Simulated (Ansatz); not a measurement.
`CBO`. The species carries charge 0 and has multiplicity 1. Geometry: relaxed with PBE0-D4/def2-TZVP. It is one conformer, not always the lowest.

```xyz
8

C     0.318   -0.736   -0.326
B    -0.019    0.770   -0.064
O    -0.832    1.193    0.933
H    -0.167   -1.442    0.356
H     0.045   -1.010   -1.351
H     1.401   -0.891   -0.263
H     0.438    1.643   -0.750
H    -1.183    0.473    1.465
```

(1) What is the dipole moment at B3LYP/def2-TZVPP? (Estimate.)

(2) And with PBE, r2SCAN, ωB97M-V? (Best estimate.)

(3) Give the Mulliken charges with B3LYP, r2SCAN, ωB97M-V in def2-TZVPP. (Best estimate.)

Answers

(1) The calculation gave: 1.81 D, with components (-0.23, -1.73, 0.50) D in this frame, pointing from negative to positive charge.

(2) Ansatz gave: PBE 1.80 D, r2SCAN 1.84 D, ωB97M-V 1.84 D.

(3) Ansatz gave: 
```tsv
atom	B3LYP	r2SCAN	ωB97M-V
C1	-0.31	-0.23	-0.35
B2	0.13	0.19	0.09
O3	-0.26	-0.29	-0.26
H4	0.06	0.03	0.08
H5	0.10	0.07	0.11
H6	0.10	0.07	0.11
H7	0.00	-0.03	0.04
H8	0.19	0.20	0.18
```

B3LYP here is the variant with VWN-RPA as its local correlation; programs differ in this.
